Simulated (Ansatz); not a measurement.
Reaction: C3H6O (SMILES C(C=C)O) → C3H5 (SMILES C([CH2])=C, doublet) + HO (SMILES [OH], doublet) (the C-O bond breaks)
Each species at its own B3LYP-D3(BJ)/def2-TZVP minimum (Ansatz, a quantum-chemistry and plane-wave program), one conformer.

Quantity: bond dissociation energy (electronic), in kcal/mol. Radicals and triplets start from unrestricted determinants; spin-orbit coupling is neglected. CBS(X,Y): correlation extrapolated as X^-3, Hartree-Fock from the larger set. A bracket is a step between two methods taken in the basis named. Functionals run without relativity, which enters their misses. Double hybrids freeze cores in their MP2 part. '+ core + X2C': CCSD(T) terms for core correlation (cc-pwCVTZ) and scalar relativity (cc-pVTZ-DK). The UHF reference of C3H5 ([CH2]C=C, doublet) is spin-contaminated (<S^2> up to 0.20 over the pure value in the sets run).

CCSD(T)/CBS(cc-pVTZ,cc-pVQZ) + [CCSDT(Q) - CCSD(T)]/cc-pVDZ + core + X2C (Ansatz) gives 85.2 kcal/mol.

Q: How far off this value is PBE/def2-TZVPD (Ansatz), in which direction, and how far these levels: B3LYP/def2-TZVPD, PBE0/def2-TZVPD, wB97M-V/def2-TZVPD, B2PLYP/def2-TZVPD, CCSD(T)/CBS(cc-pVTZ,cc-pVQZ) + core + X2C?

A: PBE gives 83.7 kcal/mol, 1.5 kcal/mol below it. Differences of the others: B3LYP/def2-TZVPD (Ansatz) -8.1; PBE0/def2-TZVPD (Ansatz) -5.1; wB97M-V/def2-TZVPD (Ansatz) -1.0; B2PLYP/def2-TZVPD (Ansatz) -3.9; CCSD(T)/CBS(cc-pVTZ,cc-pVQZ) + core + X2C (Ansatz) 0.3 kcal/mol.
